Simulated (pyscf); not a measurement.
Thermochemistry of product channels of H₃Si–NH–SiH₃ + ammonia (NH₃) on the singlet surface, in kcal/mol, from ωB97M-D3(BJ)/def2-TZVP energies (ideal gas, 1 atm, RRHO with modes under 100 cm⁻¹ raised to 100, one conformer, R ln 2 for chiral ones without a mode under 150 cm⁻¹). Single points on ωB97X-D3(BJ)/def2-SVP structures (PySCF, gas phase).

```json
[
 {"products": "silylamine (H₂N–SiH₃) + silylamine (H₂N–SiH₃)", "ΔE": "[?]", "ΔH(298 K)": "+2.0", "ΔG(298 K)": "+0.8", "ΔG(600 K)": "-0.5"},
 {"products": "H₂N–SiH₂–NH–SiH₃ + hydrogen (H₂)", "ΔE": "[?]", "ΔH(298 K)": "-13.8", "ΔG(298 K)": "-11.5", "ΔG(600 K)": "-9.7"}
]
```

Task: Fill in the missing entries.

Result: 
- silylamine (H₂N–SiH₃) + silylamine (H₂N–SiH₃), ΔE: +2.6
- H₂N–SiH₂–NH–SiH₃ + hydrogen (H₂), ΔE: -10.7

These are energies of the channels, which say nothing of barriers.
